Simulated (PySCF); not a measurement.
**CH₇AlSi: electronic excitations and core binding energies**

What electronic excitations and core binding energies should CH₇AlSi (`[AlH2][CH2][SiH3]`) show?

The runs use PySCF 2.14.0, with density-fitted response routines of our own; the level of theory stands in each step. All values are computed, except where a source is named. Atoms are numbered from 0 throughout.

## (1) Starting geometry

10 atoms, charge 0, multiplicity 1; geometry from: GFN2-xTB.

Bonds of the start (Å): Al0–C1 1.99, C1–Si2 1.91, Al0–H3 1.55, Al0–H4 1.55, C1–H5 1.10, C1–H6 1.10, Si2–H7 1.47, Si2–H8 1.47, Si2–H9 1.47.

## (2) Excited states and response: PBE0/def2-SVPD

The job: settings as JSON, then the geometry in Å.

```
{"job": {"kind": "uv", "xc": "PBE0", "basis": "def2-SVPD", "nstates": 8, "ntriplets": 3}, "charge": 0, "multiplicity": 1}
Al     1.736710     0.429658    -0.057777
C      0.123537    -0.727060    -0.058438
Si    -1.415477     0.120059     0.694128
H      3.198945    -0.087067     0.009838
H      1.646385     1.979310    -0.100208
H     -0.135495    -1.055473    -1.074949
H      0.315969    -1.653135     0.501849
H     -2.588558    -0.751961     0.542810
H     -1.689480     1.394922     0.023173
H     -1.183655     0.355400     2.125811
```

Level: TDDFT PBE0/def2-SVPD, vertical, gas phase, core orbitals frozen in the response.

The log of the run:

```text
coarse grid: 8680 points
cycle   1  E = -573.6171235650  dE = -2.236e-01  |g| = 3.552e-01  |ddm| = 3.107e+00
cycle   2  E = -573.6002872761  dE =  1.684e-02  |g| = 4.215e-01  |ddm| = 8.798e-01
cycle   3  E = -573.6510524559  dE = -5.077e-02  |g| = 4.121e-02  |ddm| = 5.114e-01
cycle   4  E = -573.6516601383  dE = -6.077e-04  |g| = 5.010e-03  |ddm| = 8.341e-02
cycle   5  E = -573.6516697233  dE = -9.585e-06  |g| = 1.015e-03  |ddm| = 1.304e-02
final grid: 72632 points
cycle   6  E = -573.7264505149  dE = -5.771e-06  |g| = 4.388e-03  |ddm| = 2.959e-02
cycle   7  E = -573.7264460618  dE =  4.453e-06  |g| = 5.920e-03  |ddm| = 1.143e-02
cycle   8  E = -573.7264558757  dE = -9.814e-06  |g| = 2.122e-04  |ddm| = 6.519e-03
cycle   9  E = -573.7264558926  dE = -1.691e-08  |g| = 3.219e-05  |ddm| = 4.013e-04
cycle  10  E = -573.7264558930  dE = -3.718e-10  |g| = 7.225e-06  |ddm| = 7.802e-05
converged SCF energy = -573.7264558930

Static polarisability (au): isotropic 69.686, principal 58.843 65.818 84.398

Singlet excitations
state   eV       nm        f      main configurations
  1   5.1290    241.7   0.00453   H->L 0.96
  2   5.2853    234.6   0.00071   H-1->L 0.97
  3   6.6653    186.0   0.00360   H-2->L 0.95
  4   6.8948    179.8   0.08313   H->L+1 0.95
  5   7.0501    175.9   0.00158   H-3->L 0.98
  6   7.2422    171.2   0.00971   H-1->L+1 0.95
  7   7.5141    165.0   0.02367   H-4->L 0.94
  8   7.8177    158.6   0.17623   H->L+2 0.85

Triplet excitations (Tamm-Dancoff, eV): 4.7048 4.8589 6.4120
```

Wall time 6.2 s (1 thread, shared host).

The orbitals next to the gap, with their largest atomic shares:

```
orbital     eV                        atoms
 HOMO−3  -9.53   Si2 38 %, H9 24 %, H8 22 %
 HOMO−2  -9.30   Si2 31 %, C1 28 %, H8 11 %
 HOMO−1  -8.29   Al0 36 %, H4 34 %, H3 13 %
   HOMO  -8.02   C1 34 %, Al0 21 %, H3 17 %
   LUMO  -1.46   Al0 60 %, C1 11 %, H4 10 %
 LUMO+1   0.01  Al0 37 %, Si2 17 %, C1 13 %
 LUMO+2   0.83   Al0 36 %, Si2 21 %, H3 9 %
```

With each of the 8 states as a Gaussian band of 0.4 eV half-width at 1/e, the curve within the window shown has maxima at 241 nm (ε 210), 179 nm (ε 3,900), 159 nm (ε 7,800) L/(mol cm). Beyond the last state computed it falls off for lack of states. The curve at chosen wavelengths:

| nm | ε (L/mol/cm) |
| --- | --- |
| 153 | 4168 |
| 158 | 7555 |
| 163 | 6766 |
| 168 | 4266 |
| 172 | 3528 |
| 177 | 3820 |
| 182 | 3622 |
| 187 | 2458 |
| 192 | 1201 |
| 197 | 442 |
| 201 | 168 |
| 206 | 44 |
| 211 | 17 |
| 216 | 26 |
| 221 | 56 |
| 226 | 102 |
| 230 | 144 |
| 235 | 187 |
| 240 | 208 |
| 245 | 200 |
| 250 | 170 |
| 255 | 129 |
| 259 | 96 |
| 264 | 62 |
| 269 | 37 |
| 274 | 20 |

Further results of this job:

```
           property  computed
  dipole moment (D)      0.90
polarisability (Å³)     10.33
 HOMO–LUMO gap (eV)      6.56
      −ε(HOMO) (eV)      8.02
```

## (3) Core-electron binding energies: SCAN, X2C

Same as in step 2 but for these lines:

```diff
@@ -1,2 +1,2 @@
-{"job": {"kind": "uv", "xc": "PBE0", "basis": "def2-SVPD", "nstates": 8, "ntriplets": 3}, "charge": 0, "multiplicity": 1}
+{"job": {"kind": "xps"}, "charge": 0, "multiplicity": 1}
 Al     1.736710     0.429658    -0.057777
```

Method: delta-SCF UKS SCAN, pcX-2 on the ionised atom, pcseg-1 elsewhere, spin-free X2C.

The log of the run:

```text
ground state, core basis on atom 0 (Al), 127 functions
  cycle   1  E = -575.13710801  |g| = 4.71e-01
  cycle   2  E = -575.06587983  |g| = 6.55e-01
  cycle   3  E = -575.19607734  |g| = 7.08e-02
  cycle   4  E = -575.19805177  |g| = 1.16e-02
  cycle   5  E = -575.19809349  |g| = 3.06e-03
  cycle   6  E = -575.19809597  |g| = 5.16e-04
  cycle   7  E = -575.19809471  |g| = 1.36e-04
  E(ground) = -575.22367140 Eh
hole in Al 1s of atom 0
  cycle   1  E = -516.61699693  |g| = 3.97e+00
  cycle   2  E = -515.54164921  |g| = 2.21e+00
  cycle   3  E = -514.05238177  |g| = 1.56e+00
  cycle   4  E = -517.55930226  |g| = 2.74e-01
  cycle   5  E = -517.59701358  |g| = 1.46e-01
  cycle   6  E = -517.60936795  |g| = 5.40e-02
  cycle   7  E = -517.61116849  |g| = 1.92e-02
  cycle   8  E = -517.61138942  |g| = 3.83e-03
  cycle   9  E = -517.61139799  |g| = 6.20e-04
  cycle  10  E = -517.61139917  |g| = 1.90e-04
  E(ion) = -517.64077967 Eh   <S^2> = 0.7519   hole on atom = 1.000   binding energy = 1566.910 eV
hole in Al 2p of atom 0
  cycle   1  E = -571.95018746  |g| = 1.06e+00
  cycle   2  E = -570.65638615  |g| = 1.25e+00
  cycle   3  E = -572.00169244  |g| = 4.72e-01
  cycle   4  E = -572.20616449  |g| = 1.06e-01
  cycle   5  E = -572.21683791  |g| = 5.53e-02
  cycle   6  E = -572.21811269  |g| = 3.05e-02
  cycle   7  E = -572.21865684  |g| = 6.89e-03
  cycle   8  E = -572.21868736  |g| = 1.22e-03
  cycle   9  E = -572.21868815  |g| = 3.10e-04
  E(ion) = -572.25186496 Eh   <S^2> = 0.7513   hole on atom = 1.003   binding energy = 80.867 eV
  2p3/2 = 80.349 eV   2p1/2 = 80.959 eV
ground state, core basis on atom 1 (C), 116 functions
  cycle   1  E = -575.12939452  |g| = 5.75e-02
  cycle   2  E = -575.12938216  |g| = 1.72e-02
  cycle   3  E = -575.12934339  |g| = 2.09e-02
  cycle   4  E = -575.12946407  |g| = 2.27e-03
  cycle   5  E = -575.12946533  |g| = 2.03e-04
  E(ground) = -575.19193337 Eh
hole in C 1s of atom 1
  cycle   1  E = -563.90164096  |g| = 1.51e+00
  cycle   2  E = -563.21209886  |g| = 1.81e+00
  cycle   3  E = -564.44648162  |g| = 3.17e-01
  cycle   4  E = -564.48758036  |g| = 6.68e-02
  cycle   5  E = -564.48934990  |g| = 1.09e-02
  cycle   6  E = -564.48941156  |g| = 4.82e-03
  cycle   7  E = -564.48942875  |g| = 1.06e-03
  cycle   8  E = -564.48943046  |g| = 4.55e-04
  E(ion) = -564.55018606 Eh   <S^2> = 0.7685   hole on atom = 1.000   binding energy = 289.577 eV
ground state, core basis on atom 2 (Si), 127 functions
  cycle   1  E = -575.22192525  |g| = 2.87e-01
  cycle   2  E = -575.22201319  |g| = 3.39e-02
  cycle   3  E = -575.22202584  |g| = 2.20e-02
  cycle   4  E = -575.22207889  |g| = 4.75e-03
  cycle   5  E = -575.22208682  |g| = 8.81e-04
  cycle   6  E = -575.22208623  |g| = 8.74e-05
  E(ground) = -575.24320153 Eh
hole in Si 1s of atom 2
  cycle   1  E = -506.30672649  |g| = 4.35e+00
  cycle   2  E = -506.51873497  |g| = 2.07e+00
  cycle   3  E = -507.12277511  |g| = 6.28e-01
  cycle   4  E = -507.33150677  |g| = 2.31e-01
  cycle   5  E = -507.36019365  |g| = 8.74e-02
  cycle   6  E = -507.36426115  |g| = 2.82e-02
  cycle   7  E = -507.36469453  |g| = 4.58e-03
  cycle   8  E = -507.36470497  |g| = 1.24e-03
  cycle   9  E = -507.36470627  |g| = 1.85e-04
  E(ion) = -507.39376617 Eh   <S^2> = 0.7524   hole on atom = 1.000   binding energy = 1846.277 eV
hole in Si 2p of atom 2
  cycle   1  E = -570.96505992  |g| = 1.23e+00
  cycle   2  E = -570.90380548  |g| = 1.03e+00
  cycle   3  E = -571.26235533  |g| = 1.99e-01
  cycle   4  E = -571.28374978  |g| = 8.89e-02
  cycle   5  E = -571.28768234  |g| = 3.83e-02
  cycle   6  E = -571.28857079  |g| = 4.41e-03
  cycle   7  E = -571.28858009  |g| = 1.37e-03
  cycle   8  E = -571.28858076  |g| = 2.08e-04
  E(ion) = -571.32094322 Eh   <S^2> = 0.7523   hole on atom = 1.002   binding energy = 106.730 eV
  2p3/2 = 106.530 eV   2p1/2 = 107.153 eV
```

Wall time 16 s (1 thread, shared host).

The holes in one table. −ε is the ground-state orbital energy:

```
       hole  stands for                  environment  ΔSCF (eV; 2p as the shell's mean)  −ε (eV)   ⟨S²⟩
Al1s on Al0         Al0   aluminium bonded to C, 2 H                            1566.91   1518.0  0.752
Al2p on Al0         Al0   aluminium bonded to C, 2 H                              80.55     70.6  0.751
  C1s on C1          C1  sp3 CH2 bonded to Al and Si                             289.58    273.2  0.768
Si1s on Si2         Si2     silicon bonded to C, 3 H                            1846.28   1793.1  0.752
Si2p on Si2         Si2     silicon bonded to C, 3 H                             106.74     95.9  0.752
```

With the spin-orbit splitting: Al0 2p3/2 80.35, 2p1/2 80.96 eV; Si2 2p3/2 106.53, 2p1/2 107.15 eV. The table gives each 2p level as the mean over the whole 2p shell (two parts 2p3/2, one part 2p1/2), which differs a little from the single hole in the log.

## (4) Summary of results

| quantity | value |
| --- | --- |
| lowest singlet (PBE0/def2-SVPD) | 5.13 eV (242 nm), f = 0.005 |
| brightest single state of those computed | state 8, 7.82 eV, f = 0.176 |
| lowest triplet | 4.70 eV |
| Al1s binding energies, SCAN/pcX-2 | Al0 1566.91 eV |
| Al2p binding energies, SCAN/pcX-2 | Al0 80.55 eV |
| C1s binding energies, SCAN/pcX-2 | C1 289.58 eV |
| Si1s binding energies, SCAN/pcX-2 | Si2 1846.28 eV |
| Si2p binding energies, SCAN/pcX-2 | Si2 106.74 eV |

**Reading.** The first singlet state (HOMO→LUMO 0.96) lies at 5.13 eV and is weak; of the 8 states computed, the strongest absorption comes from state 8 at 7.82 eV (the last computed, so partners may be missing). The lowest triplet lies 0.42 eV below the lowest singlet (triplets in Tamm-Dancoff, singlets in full TDDFT).
